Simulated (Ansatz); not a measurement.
Geometry optimisation, RKS PBE-D4/def2-SVP (Ansatz).

The input (input.yaml):

```yaml
crystal:
  periodic: [false, false, false]
  atoms:
    - { symbol: O, position_ang: [0.50349, 1.11552, -0.84581] }
    - { symbol: C, position_ang: [0.17433, 0.7822, 0.45404] }
    - { symbol: S, position_ang: [0.48805, -0.97685, 0.86025] }
    - { symbol: O, position_ang: [-0.71959, -1.65012, -0.08069] }
    - { symbol: H, position_ang: [-0.0708, 0.63237, -1.45389] }
    - { symbol: H, position_ang: [-0.87982, 0.96875, 0.68586] }
    - { symbol: H, position_ang: [0.82052, 1.34952, 1.12295] }
    - { symbol: H, position_ang: [-0.31617, -2.22139, -0.74271] }
basis:
  gaussian: { orbitals: def2-SVP }
hamiltonian:
  xc: pbe
  dispersion: d4
relax:
  f_tol: 0.015
  max_steps: 40
```

Run as:

```bash
$ ansatz run input.yaml --threads 1 --pin off --max-ram 2048MiB --backend cpu --events-out ev --progress --plain --runs-dir out
```

**Question.** Where does it end, and by what steps?

**Answer.** The forces met the threshold. After 10 steps the energy has fallen by 0.094 eV; H8 moved furthest, 0.29 Å.

```json
{"step": "0", "energy less start (eV)": "0.0000", "largest force component (eV/Å)": "1.274", "accepted": "yes"}
{"step": "1", "energy less start (eV)": "-0.0616", "largest force component (eV/Å)": "1.034", "accepted": "yes"}
{"step": "2", "energy less start (eV)": "-0.0840", "largest force component (eV/Å)": "0.360", "accepted": "yes"}
{"step": "3", "energy less start (eV)": "-0.0896", "largest force component (eV/Å)": "0.099", "accepted": "yes"}
{"step": "4", "energy less start (eV)": "-0.0911", "largest force component (eV/Å)": "0.042", "accepted": "yes"}
{"step": "5", "energy less start (eV)": "-0.0921", "largest force component (eV/Å)": "0.071", "accepted": "yes"}
{"step": "6", "energy less start (eV)": "-0.0928", "largest force component (eV/Å)": "0.088", "accepted": "yes"}
{"step": "7", "energy less start (eV)": "-0.0937", "largest force component (eV/Å)": "0.099", "accepted": "yes"}
{"step": "8", "energy less start (eV)": "-0.0940", "largest force component (eV/Å)": "0.052", "accepted": "yes"}
{"step": "9", "energy less start (eV)": "-0.0942", "largest force component (eV/Å)": "0.020", "accepted": "yes"}
{"step": "10", "energy less start (eV)": "-0.0942", "largest force component (eV/Å)": "0.014", "accepted": "yes"}
```

```xyz
8
Properties=species:S:1:pos:R:3
O 0.464 0.977 -0.884
C 0.180 0.771 0.464
S 0.363 -0.983 0.995
O -0.719 -1.619 -0.181
H -0.200 0.446 -1.369
H -0.855 1.084 0.739
H 0.900 1.343 1.087
H -0.133 -2.021 -0.853
```

Whether the end is a true minimum wasn't checked by a vibrational analysis.

Time of the run: 68 s on 1 thread of Intel(R) Xeon(R) Processor @ 2.50GHz (Skylake/Cascade Lake) (shared host), peak memory 0.15 GiB.
